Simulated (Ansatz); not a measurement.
Run this with Ansatz's Python interface and show what comes out.

Script `bclh2n.py`:
```python
import ansatz
from ase import Atoms


def main() -> None:
    atoms = Atoms(["N", "B", "Cl", "H", "H"], positions=[
        (-0.5353, 0.2392, -0.4936),
        (-0.2704, -0.7275, 0.588),
        (1.4335, -1.289, 0.8652),
        (-0.8983, 1.1408, -0.0356),
        (0.3204, 0.5628, -0.9654),
    ])
    mol = ansatz.Crystal.molecule_from_ase(atoms)

    model = mol.calculation().functional("pbe0").spin("collinear", total=1)

    energies = {}
    for basis in ["STO-3G", "6-31G", "6-31G*", "def2-SVP", "def2-SVPD", "def2-TZVP", "def2-TZVPP"]:
        data = model.basis(gaussian=basis).run(threads=1).report
        size = data["n_frozen"] + data["n_occupied"][0] + data["n_virtual"][0]
        energies[basis] = (data["reference_energy_ev"] / 27.211386246, data["free_energy_ev"] / 27.211386246)
        print(f"{basis:14s} {size:4d} orbitals  reference {energies[basis][0]:14.6f} Ha  total {energies[basis][1]:14.6f} Ha")

    last = energies["def2-TZVPP"][1]
    for basis, (_, total) in energies.items():
        print(f"{basis:14s} lies {27.211386 * (total - last):9.4f} eV above def2-TZVPP")


if __name__ == "__main__":
    main()
```

```console
$ python bclh2n.py
STO-3G           21 orbitals  reference    -534.698884 Ha  total    -534.698884 Ha
6-31G            35 orbitals  reference    -540.675681 Ha  total    -540.675681 Ha
6-31G*           53 orbitals  reference    -540.720191 Ha  total    -540.720191 Ha
def2-SVP         56 orbitals  reference    -540.540824 Ha  total    -540.540824 Ha
def2-SVPD        83 orbitals  reference    -540.554633 Ha  total    -540.554633 Ha
def2-TZVP       111 orbitals  reference    -540.788239 Ha  total    -540.788239 Ha
def2-TZVPP      132 orbitals  reference    -540.789920 Ha  total    -540.789920 Ha
STO-3G         lies  165.7455 eV above def2-TZVPP
6-31G          lies    3.1086 eV above def2-TZVPP
6-31G*         lies    1.8974 eV above def2-TZVPP
def2-SVP       lies    6.7782 eV above def2-TZVPP
def2-SVPD      lies    6.4025 eV above def2-TZVPP
def2-TZVP      lies    0.0457 eV above def2-TZVPP
def2-TZVPP     lies    0.0000 eV above def2-TZVPP
```

Against STO-3G: 6-31G -5976.8 mHa, 6-31G* -6021.3 mHa, def2-SVP -5841.9 mHa, def2-SVPD -5855.7 mHa, def2-TZVP -6089.4 mHa and def2-TZVPP -6091.0 mHa. The last step alone is -1.68 mHa (these two sets differ little on atoms other than hydrogen). From the first set to the last the time grows from 0.7 to 4.3 s.

Notes:
- The drop along the ladder measures the basis error, and is no property of the molecule.
- The geometry is a force-field or estimated start, not a minimum of this method, and the last set is no limit. Much of the fall in a total is atomic energy, which cancels in bond and reaction energies.
- The run takes the species as open-shell (spin multiplicity 2), which needn't be its ground state.
- Totals across families of basis sets mostly measure their core functions.
- Hardware and time: 16 s on 1 thread of Arm Neoverse V1 (shared host), peak memory 0.31 GiB.
